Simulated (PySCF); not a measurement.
CH3CO (acetyl), optimised at GFN2-xTB:

```xyz
6

C     -0.4655     0.0088     0.0374
C      0.9385    -0.4374    -0.0930
O      1.9701     0.1485    -0.1844
H     -0.8747    -0.4088     0.9554
H     -1.0346    -0.4001    -0.7954
H     -0.5601     1.0991     0.0514
```

Energies from PySCF (xtb for GFN2), thermal terms from the rigid-rotor harmonic-oscillator model, ideal gas at 1 bar. 6-31G* has spherical d functions here. Open shells (unrestricted): CH3CO (acetyl) (multiplicity 2). GFN2 has no spin-polarisation term. B3LYP is the form with VWN-RPA correlation.

List the harmonic frequencies (cm⁻¹, unscaled) at this level and at the other levels, each on its own geometry.


- GFN2-xTB: 89, 434, 929, 929, 1069, 1339, 1422, 1430, 1910, 2917, 3023, 3030
- B3LYP/6-31G*: 112, 462, 856, 964, 1059, 1383, 1486, 1489, 1939, 3043, 3132, 3136
- HF/6-31G*: 100, 508, 926, 1051, 1162, 1519, 1605, 1606, 2143, 3212, 3296, 3301
- PBE/def2-SVP: 120, 451, 862, 896, 1006, 1277, 1371, 1373, 1899, 2948, 3065, 3076
- PBE0/def2-TZVP: 115, 471, 883, 947, 1055, 1348, 1444, 1447, 1963, 3040, 3140, 3146
